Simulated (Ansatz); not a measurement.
Ansatz (an electronic-structure program) input file for dimethyl ether (C2H6O), SMILES COC, PBE-D3(BJ)/def2-TZVP. 

Ansatz 0.2 input:
```yaml
crystal:
  periodic: [false, false, false]
  atoms:
    - {symbol: C, position_ang: [1.16005635, -0.00000000, -0.19370360]}
    - {symbol: O, position_ang: [0.00000000, 0.00000000, 0.58817087]}
    - {symbol: C, position_ang: [-1.16005635, -0.00000000, -0.19370360]}
    - {symbol: H, position_ang: [1.21399846, 0.89071488, -0.83633434]}
    - {symbol: H, position_ang: [1.21399846, -0.89071488, -0.83633434]}
    - {symbol: H, position_ang: [2.01550849, 0.00000000, 0.48220678]}
    - {symbol: H, position_ang: [-1.21399847, 0.89071488, -0.83633434]}
    - {symbol: H, position_ang: [-2.01550849, 0.00000000, 0.48220679]}
    - {symbol: H, position_ang: [-1.21399847, -0.89071488, -0.83633433]}
basis:
  gaussian:
    orbitals: def2-TZVP
hamiltonian:
  xc: pbe
  dispersion: d3bj
relax: {f_tol: 0.002, max_steps: 200}
```

Output:

```
WARN ansatz: RAYON_NUM_THREADS=1 ignored (pool sized by the plan → 1); use --threads N
Functional definition: PBE
integrals: 0.03 GiB planned
775 factors; their error is unknown
mean field: 0.34 GiB planned
mean field evaluation 1: about -4205.8506 eV, gradient 6.3e1 eV
mean field evaluation 2: about -4191.1730 eV, gradient 1.0e2 eV
mean field evaluation 4: about -4214.6457 eV, gradient 7.3e0 eV
mean field evaluation 8: about -4214.7402 eV, gradient 4.3e-2 eV
mean field evaluation 16: about -4214.7129 eV, gradient 4.9e-5 eV
mean field -4214.71291092 eV, -154.8878426411 hartree, gradient 2.3e-5 eV, S^2 0.000000; 0 other end points of the search recorded, 0 dependent functions left out
the calculation of the forces begins
reference -4214.71294796 eV, -154.8878440024 hartree; 13, 13 occupied and 116, 116 virtual orbitals, 775 factors
relax step   1: F+E_penalty+E_count = -4214.82574704 eV  Δ(F+E_penalty+E_count) = +0.000e0 eV  max|allowed force component| = 6.343e-1 eV/Å  Δτ_max = 0.0000 Å  (27 SCF iters, accepted)
these checks for a lower state are left out or cut short: starts, cluster_reference, orbital_swaps, neighbouring_geometries, increment
integrals: 0.03 GiB planned
775 factors; their error is unknown
mean field: 0.34 GiB planned
mean field -4214.72607771 eV, -154.8883265119 hartree, gradient 2.0e-5 eV, S^2 0.000000; 0 other end points of the search recorded, 0 dependent functions left out
the calculation of the forces begins
reference -4214.72611485 eV, -154.8883278767 hartree; 13, 13 occupied and 116, 116 virtual orbitals, 775 factors
relax step   2: F+E_penalty+E_count = -4214.83853225 eV  Δ(F+E_penalty+E_count) = -1.279e-2 eV  max|allowed force component| = 2.971e-1 eV/Å  Δτ_max = 0.0110 Å  (30 SCF iters, accepted)
these checks for a lower state are left out or cut short: starts, cluster_reference, orbital_swaps, neighbouring_geometries, increment
integrals: 0.03 GiB planned
775 factors; their error is unknown
mean field: 0.34 GiB planned
mean field evaluation 32: about -4214.7286 eV, gradient 2.2e-5 eV
mean field -4214.72859044 eV, -154.8884188529 hartree, gradient 2.2e-5 eV, S^2 0.000000; 0 other end points of the search recorded, 0 dependent functions left out
the calculation of the forces begins
reference -4214.72862759 eV, -154.8884202181 hartree; 13, 13 occupied and 116, 116 virtual orbitals, 775 factors
relax step   3: F+E_penalty+E_count = -4214.84088458 eV  Δ(F+E_penalty+E_count) = -2.352e-3 eV  max|allowed force component| = 4.637e-2 eV/Å  Δτ_max = 0.0057 Å  (31 SCF iters, accepted)
these checks for a lower state are left out or cut short: starts, cluster_reference, orbital_swaps, neighbouring_geometries, increment
integrals: 0.03 GiB planned
775 factors; their error is unknown
mean field: 0.34 GiB planned
mean field -4214.72867819 eV, -154.8884220777 hartree, gradient 2.3e-5 eV, S^2 0.000000; 0 other end points of the search recorded, 0 dependent functions left out
the calculation of the forces begins
reference -4214.72871532 eV, -154.8884234422 hartree; 13, 13 occupied and 116, 116 virtual orbitals, 775 factors
relax step   4: F+E_penalty+E_count = -4214.84099082 eV  Δ(F+E_penalty+E_count) = -1.062e-4 eV  max|allowed force component| = 1.251e-2 eV/Å  Δτ_max = 0.0014 Å  (31 SCF iters, accepted)
these checks for a lower state are left out or cut short: starts, cluster_reference, orbital_swaps, neighbouring_geometries, increment
integrals: 0.03 GiB planned
775 factors; their error is unknown
mean field: 0.34 GiB planned
mean field -4214.72866447 eV, -154.8884215735 hartree, gradient 2.3e-5 eV, S^2 0.000000; 0 other end points of the search recorded, 0 dependent functions left out
the calculation of the forces begins
reference -4214.72870159 eV, -154.8884229375 hartree; 13, 13 occupied and 116, 116 virtual orbitals, 775 factors
relax step   5: F+E_penalty+E_count = -4214.84100169 eV  Δ(F+E_penalty+E_count) = -1.087e-5 eV  max|allowed force component| = 1.429e-3 eV/Å  Δτ_max = 0.0012 Å  (31 SCF iters, accepted)
integrals: 0.03 GiB planned
775 factors; their error is unknown
mean field: 0.34 GiB planned
mean field evaluation 64: about -4214.7562 eV, gradient 4.4e-2 eV
mean field -4214.72866447 eV, -154.8884215735 hartree, gradient 2.3e-5 eV, S^2 0.000000; 1 other end points of the search recorded, 0 dependent functions left out
the calculation of the forces begins
reference -4214.72870159 eV, -154.8884229375 hartree; 13, 13 occupied and 116, 116 virtual orbitals, 775 factors
Total energy: -4214.84103881 eV, -154.8925512544 hartree
Atom 0 at     1.169780    -0.000000    -0.194349 Å, force     0.001429    -0.000000     0.000287 eV/Å
Atom 1 at     0.000000     0.000000     0.602030 Å, force    -0.000000     0.000000    -0.001404 eV/Å
Atom 2 at    -1.169780     0.000000    -0.194349 Å, force    -0.001429     0.000000     0.000287 eV/Å
Atom 3 at     1.221944     0.897351    -0.841907 Å, force    -0.000336     0.000207    -0.000030 eV/Å
Atom 4 at     1.221944    -0.897351    -0.841907 Å, force    -0.000336    -0.000207    -0.000030 eV/Å
Atom 5 at     2.030205     0.000000     0.487067 Å, force     0.000037    -0.000000     0.000475 eV/Å
Atom 6 at    -1.221944     0.897351    -0.841907 Å, force     0.000336     0.000207    -0.000030 eV/Å
Atom 7 at    -2.030205    -0.000000     0.487067 Å, force    -0.000037     0.000000     0.000475 eV/Å
Atom 8 at    -1.221944    -0.897351    -0.841907 Å, force     0.000336    -0.000207    -0.000030 eV/Å
Dipole moment:    -0.000000    -0.000000    -0.241591 e Å
```

The calculation finished and met its thresholds.
